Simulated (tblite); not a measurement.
Compound: H₆P₂Si.
Bonds: P1–Si2, Si2–P3. Hydrogens: H4, H5 on P1; H6, H7 on Si2; H8, H9 on P3.

Computed with GFN2-xTB (tblite), gas phase: Langevin dynamics at 200 K from the optimised GFN2-xTB geometry, time step 0.5 fs, friction 0.01 fs⁻¹, 2000 steps. The instantaneous temperature is 2·E(kin)/(3Nk) with all 3N coordinates.

```csv
t (fs),T (K),E(pot) above start (eV),P1–Si2 (Å),Si2–P3 (Å),P1–H4 (Å)
0,186,0.000,2.244,2.244,1.382
25,137,0.143,2.262,2.310,1.374
50,198,0.098,2.259,2.195,1.384
75,123,0.095,2.214,2.285,1.342
100,202,0.101,2.284,2.265,1.381
125,166,0.157,2.262,2.231,1.414
150,184,0.198,2.235,2.262,1.388
175,211,0.154,2.334,2.246,1.397
200,169,0.174,2.252,2.277,1.384
225,167,0.140,2.238,2.276,1.347
250,171,0.152,2.316,2.215,1.406
275,110,0.232,2.181,2.291,1.480
300,220,0.133,2.332,2.206,1.394
325,178,0.144,2.235,2.333,1.318
350,183,0.137,2.240,2.214,1.423
375,153,0.143,2.278,2.231,1.416
400,169,0.138,2.225,2.278,1.360
425,180,0.131,2.226,2.255,1.375
450,146,0.124,2.290,2.241,1.382
475,99,0.157,2.252,2.304,1.371
500,163,0.146,2.248,2.206,1.374
525,152,0.130,2.242,2.235,1.397
550,129,0.160,2.230,2.342,1.408
575,176,0.118,2.317,2.214,1.369
600,156,0.091,2.220,2.229,1.383
625,104,0.161,2.268,2.325,1.408
650,134,0.123,2.310,2.207,1.397
675,156,0.176,2.190,2.260,1.361
700,234,0.181,2.288,2.262,1.352
725,258,0.148,2.285,2.297,1.336
750,182,0.194,2.177,2.221,1.407
775,227,0.209,2.301,2.255,1.433
800,251,0.204,2.269,2.286,1.361
825,256,0.141,2.195,2.220,1.343
850,254,0.164,2.305,2.236,1.424
875,180,0.222,2.311,2.316,1.429
900,219,0.149,2.197,2.222,1.343
925,180,0.130,2.231,2.211,1.352
950,233,0.157,2.304,2.289,1.418
975,142,0.201,2.238,2.231,1.364
1000,189,0.125,2.226,2.285,1.412
```

**Question.** From 500 fs on, how do temperature and potential energy compare with equipartition?

**Answer.** The mean temperature of these 21 frames is 189 K against the target 200 K, and the mean potential energy 0.16 eV against 21 × kT/2 = 0.18 eV for 21 classical harmonic modes. For 9 atoms in a canonical ensemble the temperature itself scatters by T·√(2/(3N)) = 54 K; here its standard deviation is 46 K. The whole run lasts only 10 friction times of 100 fs, so these averages carry a wide statistical error.

**Question.** What are the kinetic and total energies of the listed frame with the highest potential energy?

**Answer.** The one at 275 fs, 0.232 eV above the start. Its kinetic energy is 3NkT/2 = 0.128 eV at 110 K, so the sum is 0.36 eV; over the listed frames the sum runs from 0.22 to 0.50 eV, since the thermostat adds and removes energy.

**Question.** How much do the listed bonds fluctuate from 500 fs on?

**Answer.** 
| bond | at the start (Å) | mean (Å) | standard deviation (Å) |
| --- | --- | --- | --- |
| P1–Si2 | 2.244 | 2.255 | 0.044 |
| Si2–P3 | 2.244 | 2.255 | 0.041 |
| P1–H4 | 1.382 | 1.384 | 0.030 |

The motion is classical and holds no zero-point motion.

What follows is the cost of the whole dynamics run. The run took 6.8 s of wall time on one thread of an AMD EPYC 9R14, shared host with 64 logical CPUs at a one-minute load of 35, and the process peaked at 0.18 GiB of memory.
